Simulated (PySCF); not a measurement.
# Solvent effects on NMR parameters

Bonds (- single, = double, # triple, : aromatic): N1-C2 1.393 Å, C2-F3 1.332 Å, C2-F4 1.331 Å, C2-F5 1.353 Å. N1 carries H6, H7.

GIAO PBE0/pcSseg-1 in PySCF 2.14 on one PBE0-D3(BJ)/def2-SVP conformer, non-relativistic, equivalent nuclei averaged. Solvents enter as an IEF-PCM continuum (chloroform with ε = 4.7, acetonitrile with ε = 35.7) around the gas-phase geometry. Shifts are referred to TMS, CFCl3 computed in the same medium.

Gas phase, δ in ppm: C2 129.2, F3/F4/F5 -71.2, H6/H7 2.04. Dipole moment 2.58 D.

Problem. How does each δ change in the continuum?

Solution. 
```
   atoms                    environment  Δδ, chloroform  Δδ, acetonitrile
      C2                     CF3 carbon            +1.4              +1.9
F3/F4/F5        fluorine of a CF3 group             0.0              +0.1
   H6/H7  hydrogen on an amine nitrogen           +0.52             +0.71
```

Changes are relative to the gas phase. The dipole moment becomes 2.90 D in chloroform, 3.02 D in acetonitrile.

Problem. Which nuclei move most (in ppm), and what does the model miss?

Solution. C2 (CF3 carbon, +1.9 ppm) in acetonitrile. A continuum only polarises the solute; specific hydrogen bonds, the anisotropy of aromatic solvents and changes of geometry or conformer are outside it.
